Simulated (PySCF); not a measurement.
# Continuum solvent and chemical shifts

Structure with atom numbers: `[CH3:1][S-:2]`. Hydrogens are named by the atom that carries them.

GIAO PBE0/pcSseg-1 in PySCF 2.14 on one PBE0-D3(BJ)/def2-SVP conformer, non-relativistic, equivalent nuclei averaged. Solvents enter as an IEF-PCM continuum (dimethylsulfoxide with ε = 46.8, water with ε = 78.4) around the gas-phase geometry. Shifts are referred to TMS, CS2 computed in the same medium.

Gas phase, δ in ppm: C1 22.9, S2 -217.0, H(C1) 1.92. Dipole moment 2.82 D.

**Question.** How does each δ change in the continuum?

**Answer.** 
```json
{"atoms": "C1", "environment": "methyl carbon bonded to S", "Δδ, dimethylsulfoxide": "-7.9", "Δδ, water": "-7.9"}
{"atoms": "S2", "environment": "sulfur bonded to C", "Δδ, dimethylsulfoxide": "-87.5", "Δδ, water": "-88.4"}
{"atoms": "H(C1)", "environment": "hydrogen on a methyl carbon bonded to S", "Δδ, dimethylsulfoxide": "-0.17", "Δδ, water": "-0.17"}
```

Changes are relative to the gas phase. The dipole moment becomes 4.20 D in dimethylsulfoxide, 4.22 D in water.

**Question.** Which nuclei move most (in ppm), and what does the model miss?

**Answer.** S2 (sulfur bonded to C, -88.4 ppm) in water. A continuum only polarises the solute; specific hydrogen bonds, the anisotropy of aromatic solvents and changes of geometry or conformer are outside it, as are counter-ions.
